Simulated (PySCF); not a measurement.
Gas-phase reaction: Si2N + C → N + Si2C

Computed with PySCF (xtb for GFN2) and rigid-rotor harmonic-oscillator thermochemistry at 1 bar. 'Table' is the NASA 1993 thermochemical table (part measured, part estimated). After a fit of one offset per element over all species, the range-separated, M06-2X, PBE0/def2-QZVP and CCSD(T)/def2-TZVPP enthalpies, where run, lie to one side of the table for Si2N (-17 kJ/mol): a fault of the table's entry, another state or a shared error of the levels is possible; this was not checked at source. S°(298 K) at PBE0/def2-TZVP differs from the NASA 1993 table for Si2C (+23 J/mol/K); whether the harmonic model or the table's entry is off was not settled. † marks an energy on the PBE0/def2-TZVP geometry and frequencies; other levels use their own. 6-31G* has spherical d functions here. Open shells (unrestricted): Si2N (multiplicity 2, electronic degeneracy 4), C (multiplicity 3, electronic degeneracy 9), N (multiplicity 4); the rest are closed-shell singlets. GFN2 has no spin-polarisation term. Spin-orbit splitting is ignored; it lowers the true energy and changes the entropy of Si2N, C. B3LYP is the form with VWN-RPA correlation. For this reaction the table lies outside the span of B3LYP, M06-2X, PBE0, r2SCAN, ωB97M-V, ωB97X-V in their largest bases here; which side is off was not settled. The harmonic model lacks anharmonicity and excited electronic states, which grow with temperature; levels with a mode under 35 cm⁻¹ are left out. The table's entry may be an old estimate for Si2N, Si2C (not checked at source). Warning, point group unlike the PBE0 one: Si2C (B3LYP/6-31G*, GFN2-xTB).

| level | ΔH°(298 K), kJ | minus table | ΔG°(1400 K), kJ |
|---|---|---|---|
| table | -105.9 | - | -76.4 |
| B3LYP/6-31G* | -58.8 | 47.1 | -51.8 |
| B3LYP/def2-TZVP† | -44.3 | 61.6 | -39.6 |
| BLYP/def2-TZVP† | -31.7 | 74.2 | -27.0 |
| GFN2-xTB | 160.7 | 266.6 | 172.3 |
| PBE/def2-SVP | -67.9 | 38.0 | -72.4 |
| PBE/def2-TZVP† | -59.7 | 46.2 | -55.0 |
| PBE0/def2-QZVP† | -70.8 | 35.1 | -66.0 |
| PBE0/def2-TZVP | -73.1 | 32.8 | -68.4 |
| r2SCAN/def2-TZVP† | -69.1 | 36.8 | -64.4 |
| LDA/def2-TZVP† | -63.4 | 42.5 | -58.6 |
